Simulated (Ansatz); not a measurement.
Input file:

```yaml
crystal:
  periodic: [false, false, false]
  atoms:
    - {symbol: Hf, position_ang: [0.000000, 0.000000, 0.000000]}
    - {symbol: H, position_ang: [0.000000, 0.000000, -3.412314]}
    - {symbol: H, position_ang: [0.000000, 0.000000, 3.412314]}
basis:
  gaussian: {orbitals: def2-SVP}
magnetization: {spin_polarized: false, initial_magnetization: 4}
hamiltonian: {xc: r2scan}
correlation: {method: sc_nevpt2, electrons: all, active_space: {window: {electrons: 6, orbitals: 6}}}
scf: {omitted_lower_state_checks: [cluster_reference]}
```

```sh
$ ansatz run in.yaml --threads 1 --pin off --events-out ev --progress --plain --max-ram 2393MiB
```

Question: One thing in this input was set wrong on purpose, beside settings that are merely unusual. What is the gravest fault, and what does the program do?

Answer: Active space on a functional. How the run ends: refused.
```
Error: invalid value for `correlation.active_space`: it starts from restricted Hartree–Fock orbitals; set hamiltonian.xc: hf without magnetization.spin_polarized
```
